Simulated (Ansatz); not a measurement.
One crystal and one scan (energy against volume) at two levels, r2SCAN (plane waves to 500 eV, PAW, scalar-relativistic; Ansatz, a quantum-chemistry and plane-wave program) and PBE (plane waves to 420 eV, PAW, scalar-relativistic; Ansatz), each from its own relaxed cell and on its own mesh. The cell shown is that of r2SCAN.

GaAs (zinc blende)

```yaml
crystal:
  lattice:
    - [0.00000, 2.83335, 2.83335]
    - [2.83335, 0.00000, 2.83335]
    - [2.83335, 2.83335, 0.00000]
  atoms:
    - { symbol: As, position: [0.75000, 0.75000, 0.75000] }
    - { symbol: Ga, position: [0.00000, 0.00000, 0.00000] }
```

Equation-of-state scan: isotropic scaling of the cell above, V₀ being its volume. Symmetry pins the atoms to their sites.

The energy includes the smearing's −TS. GaAs was relaxed with its symmetry unable to fall. Percentages come from the unrounded values. Both scans cover V/V₀ from 0.900 to 1.100.

Results of r2SCAN:

Lattice constant a (Å): 5.667
Pressure at the smallest volume (GPa): 9.69
Energy cost of the largest compression (meV/atom): 62.4
Energy cost of the largest expansion (meV/atom): 42.9
Bulk modulus B₀ (third-order Birch-Murnaghan fit) (GPa): 72.2
Pressure derivative B₀′ (fit): 4.6
Pressure for 5 % compression (fit) (GPa): 4.2

Q: Estimate the PBE values.

A: 
```json
[
 {"quantity": "Lattice constant a (Å)", "PBE": "5.746", "r2SCAN − PBE": "-0.079 (-1.4 %)"},
 {"quantity": "Pressure at the smallest volume (GPa)", "PBE": "8.20", "r2SCAN − PBE": "+1.49 (+18 %)"},
 {"quantity": "Energy cost of the largest compression (meV/atom)", "PBE": "54.8", "r2SCAN − PBE": "+7.6 (+14 %)"},
 {"quantity": "Energy cost of the largest expansion (meV/atom)", "PBE": "37.1", "r2SCAN − PBE": "+5.8 (+15 %)"},
 {"quantity": "Bulk modulus B₀ (third-order Birch-Murnaghan fit) (GPa)", "PBE": "60.4", "r2SCAN − PBE": "+11.8 (+20 %)"},
 {"quantity": "Pressure derivative B₀′ (fit)", "PBE": "4.8", "r2SCAN − PBE": "-0.2 (-4 %)"},
 {"quantity": "Pressure for 5 % compression (fit) (GPa)", "PBE": "3.5", "r2SCAN − PBE": "+0.7 (+19 %)"}
]
```

r2SCAN gives the higher value for: pressure at the smallest volume; energy cost of the largest compression; energy cost of the largest expansion; bulk modulus B₀; pressure for 5 % compression. r2SCAN gives the lower value for: lattice constant a. For the lattice constant a the reference is 5.64 Å (measured, corrected to the static lattice; as given in Daniel Mejia-Rodriguez, S. B. Trickey, Physical Review B (2018), arXiv:1807.09216): r2SCAN lies nearer. For the bulk modulus B₀ the reference is 76.7 GPa (measured, corrected to the static lattice; as given in Daniel Mejia-Rodriguez, S. B. Trickey, Physical Review B (2018), arXiv:1807.09216): r2SCAN lies nearer. 

(A scan under strain: stresses follow from slopes of the energy per volume, elastic moduli from its curvatures.)
